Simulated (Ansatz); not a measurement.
The parent structure is Sn in the diamond structure (space group Fd-3m, No. 227; a = 6.6558 Å).

Level of theory: DFT with PBE, PAW potentials and a 420 eV plane-wave cutoff in Ansatz (a quantum-chemistry and plane-wave program), no spin-orbit coupling, earlier PAW set.

Modification: every Sn is replaced by Si, then cell and atoms are relaxed.

Measured lattice parameter a: Sn 6.477 Å (static lattice; corrected from measurement; as listed in Daniel Mejia-Rodriguez, S. B. Trickey, Phys. Rev. B (2018)); Si 5.421 Å (static lattice; corrected from measurement; as listed in Daniel Mejia-Rodriguez, S. B. Trickey, Phys. Rev. B (2018)).

How well does PBE reproduce the measured shift?

With PBE the lattice parameter a moves by -1.186 Å (6.656 → 5.470) against -1.056 Å measured.

No phonon test of stability was made.
